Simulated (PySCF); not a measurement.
# CH3B (CH2BH): the cost of one run

The runs use PySCF 2.14.0, with density-fitted response routines of our own; the level of theory stands in each step. All values are computed, except where a source is named. Atoms are numbered from 0 throughout.

### Step 1. Starting geometry

5 atoms, charge 0, multiplicity 1; geometry from: GFN2-xTB. The atoms were then displaced at random by about 0.01 Å, so the start is not that level's minimum.

Bonds of the start (Å): B0–C1 1.41, B0–H2 1.11, C1–H3 1.05, C1–H4 1.08.

### Step 2. Geometry optimisation at PBE0-D3(BJ)/def2-TZVP

What the job is given:

```
{"job": {"xc": "PBE0", "basis": "def2-TZVP", "d3": "d3bj", "grid": 2, "shake": 0.01, "kind": "geom"}, "charge": 0, "multiplicity": 1}
B      0.861210    -0.099150    -0.021080
C     -0.537380     0.042640     0.008430
H      1.963220    -0.174920    -0.063800
H     -1.189140    -0.773720    -0.099840
H     -1.064350     0.971180     0.138400
```

Command:

```
$ OMP_NUM_THREADS=1 python probes_run.py task.json out
```

The driver reads the jobs from task.json and runs them one after another.

**Question.** How long does this first job take on 1 thread of Arm Neoverse V1, shared host, and how much memory does it need?

About 7.6 s, with a peak of 0.35 GiB.
